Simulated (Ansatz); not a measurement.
Two shapes of triplet C₄H₆.

Shape 1:

```xyz
10

C    -0.5098    0.6946    1.8724
C    -0.1499    0.2043    0.5506
C     0.1499   -0.2043   -0.5506
C     0.5098   -0.6946   -1.8724
H    -1.5976    0.6394    2.0371
H    -0.0227    0.1039    2.6645
H    -0.2058    1.7451    2.0059
H    -0.3802   -1.0195   -2.4346
H     1.0116    0.0861   -2.4658
H     1.1947   -1.5550   -1.8072
```

Shape 2:

```xyz
10

C     1.9624    0.3155    0.5692
C     0.5650    0.0962    0.1723
C    -0.5678   -0.0859   -0.1513
C    -1.9638   -0.3163   -0.5471
H     2.4348    1.0591   -0.0732
H     2.0211    0.6694    1.5988
H     2.5334   -0.6105    0.4941
H    -2.2288    0.2955   -1.4099
H    -2.1218   -1.3623   -0.8114
H    -2.6427   -0.0649    0.2683
```

Basis set: def2-SVP (spherical functions). Correlated methods keep 4 orbitals frozen. Charge 0, multiplicity 3.

Computed with Ansatz (development build ahead of 0.2.0); each method stands on the lowest determinant of its kind that the runs found.

Problem. Which shape is lower in energy, and by how much in each method?

Solution.

```tsv
method	E(2) − E(1) (eV)
UHF	0.270
UHF-MP2	0.327
```

Shape 1 is lower. Caution: another spin multiplicity may lie lower; the determinant breaks the point group.
